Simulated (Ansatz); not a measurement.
## fcc Rh

Computed with LDA (PAW; Ansatz, an electronic-structure program).

Numerical settings: plane-wave cutoff 500 eV, 20×20×1 k mesh (along the axes of the cell as run), Fermi–Dirac smearing 0.1 eV, scalar-relativistic PAW data made under PBE.

Cell: relaxed at this level.

surface energy of the (100) face: 3.05 J/m²
work function of the (100) face: 5.48 eV

The slab of 8 atoms is relaxed and unreconstructed.

Computed values are for the static lattice.
